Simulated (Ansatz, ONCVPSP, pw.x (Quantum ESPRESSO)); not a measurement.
technetium: does the ONCV potential hold in the solid?

technetium, optimised norm-conserving Vanderbilt (ONCV), made with ONCVPSP 4.0.1.1 (patched build) (PBEsol, scalar-relativistic). Core [Ar] 3d10, reference 4s2 4p6 4d5 5s2. Waves: 4s+5s: rc 1.90 bohr, ncon 5, nbas 10, qcut 6.8 1/bohr, 2 projectors; 4p: rc 1.50 bohr, ncon 4, nbas 7, qcut 9.8 1/bohr, 1 projector; 4d: rc 2.05 bohr, ncon 3, nbas 7, qcut 8.4 1/bohr, 2 projectors, debl 0.8 Ha. Local part: polynomial inside 1.15 bohr (lpopt 5, dvloc0 0 Ha). Core correction: Teter function, fcfact 2, rcfact 1.3.

Atomic tests: cutoffs needed: 29 Ha and 36 Ha (the cutoffs (Ha) at which the residual kinetic energy of the hardest occupied pseudo-wave falls to 1 and 0.1 mHa per electron); ghost test: no bound ghost flagged; GHOST(+) flagged for s at 151.8 eV; largest excitation error: +61 meV (all-electron minus pseudo) for 4s2 4p6 4d5 5s0 5p1, out of 4 test configurations.

Crystal test: sc Tc in pw.x 7.5, no spin, 13³ k-points, Fermi–Dirac smearing 0.01 Ry, cutoffs 85/340 Ry. The lattice is a test structure that the element need not adopt, and mesh and smearing are coarse.

pw.x input:

```
&control
  calculation='scf', prefix='x', pseudo_dir='./', outdir='./tmp', tstress=.true., disk_io='none'
/
&system
  ibrav=0, nat=1, ntyp=1, ecutwfc=85, ecutrho=340, nbnd=15,
  occupations='smearing', smearing='fd', degauss=0.01
/
&electrons
  conv_thr=1e-09, mixing_beta=0.4, electron_maxstep=70
/
ATOMIC_SPECIES
Tc 1.0 Tc.UPF
CELL_PARAMETERS angstrom
  2.50537510 0.00000000 0.00000000
  0.00000000 2.50537510 0.00000000
  0.00000000 0.00000000 2.50537510
ATOMIC_POSITIONS crystal
Tc 0.0000 0.0000 0.0000
K_POINTS automatic
13 13 13 0 0 0
```

```bash
pw.x < Tc.scf.in > Tc.scf.out
```

Problem. How does the run end?

Solution. It converges; the pressure is -1.39 GPa against -0.20 GPa from all-electron LAPW.  The log shows:

```
     charge density cutoff     =     340.0000  Ry
     scf convergence threshold =      1.0E-09
     Exchange-correlation= PBESOL
     number of k points=    84  Fermi-Dirac smearing, width (Ry)=  0.0100
     iteration #  1     ecut=    85.00 Ry     beta= 0.40
     total energy              =    -164.74355841 Ry
     estimated scf accuracy    <       0.01306006 Ry
     iteration #  2     ecut=    85.00 Ry     beta= 0.40
     total energy              =    -164.74376701 Ry
     estimated scf accuracy    <       0.00256365 Ry
     iteration #  3     ecut=    85.00 Ry     beta= 0.40
     total energy              =    -164.74377573 Ry
     estimated scf accuracy    <       0.00032833 Ry
     iteration #  4     ecut=    85.00 Ry     beta= 0.40
     total energy              =    -164.74378804 Ry
     estimated scf accuracy    <       0.00000311 Ry
     iteration #  5     ecut=    85.00 Ry     beta= 0.40
     total energy              =    -164.74378833 Ry
     estimated scf accuracy    <       0.00000031 Ry
     iteration #  6     ecut=    85.00 Ry     beta= 0.40
     total energy              =    -164.74378836 Ry
     estimated scf accuracy    <       0.00000001 Ry
     iteration #  7     ecut=    85.00 Ry     beta= 0.40
     total energy              =    -164.74378836 Ry
     estimated scf accuracy    <          2.6E-09 Ry
     iteration #  8     ecut=    85.00 Ry     beta= 0.40
     the Fermi energy is    20.3872 ev
!    total energy              =    -164.74378836 Ry
     estimated scf accuracy    <          7.3E-12 Ry
     smearing contrib. (-TS)   =      -0.00553219 Ry
     The total energy is F=E-TS. E is the sum of the following terms:
     one-electron contribution =     -35.34038631 Ry
     hartree contribution      =      26.63649229 Ry
     xc contribution           =     -21.19528655 Ry
     ewald contribution        =    -134.83907560 Ry
     convergence has been achieved in   8 iterations
          total   stress  (Ry/bohr**3)                   (kbar)     P=      -13.90
     Message from routine punch:
     Nothing written, as per user request (disk_io='none')
```
